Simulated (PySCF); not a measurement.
Stepwise substitution at one centre (B Cl-I). All species are isolated molecules in the gas phase. Strings in code marks are SMILES.

These are TPSSh-D3(BJ)/def2-TZVP // CAM-B3LYP-D3(BJ)/def2-TZVP run with PySCF values and carry that method's errors. Excitations are Tamm–Dancoff values on a coarser integration grid. The basis has no diffuse functions, so Rydberg states are missing or too high.

| species | LUMO (eV) | S1 excitation (TDA) (eV) | HOMO–LUMO gap (eV) | S1 oscillator strength |
|---|---|---|---|---|
| 0 of 3 Cl replaced by I (`B(Cl)(Cl)Cl`) | -2.14 | 5.55 | ___ | 0.000 |
| 1 of 3 Cl replaced by I (`ClB(I)Cl`) | -2.41 | 4.32 | 4.86 | 0.000 |
| 2 of 3 Cl replaced by I (`ClB(I)I`) | ___ | 3.81 | ___ | 0.000 |
| 3 of 3 Cl replaced by I (`IB(I)I`) | ___ | 3.42 | 3.91 | 0.000 |

Question: Complete the blanks.

Answer: 
- 0 of 3 Cl replaced by I (`B(Cl)(Cl)Cl`), HOMO–LUMO gap (eV): 6.20
- 2 of 3 Cl replaced by I (`ClB(I)I`), LUMO (eV): -2.66
- 2 of 3 Cl replaced by I (`ClB(I)I`), HOMO–LUMO gap (eV): 4.33
- 3 of 3 Cl replaced by I (`IB(I)I`), LUMO (eV): -2.88
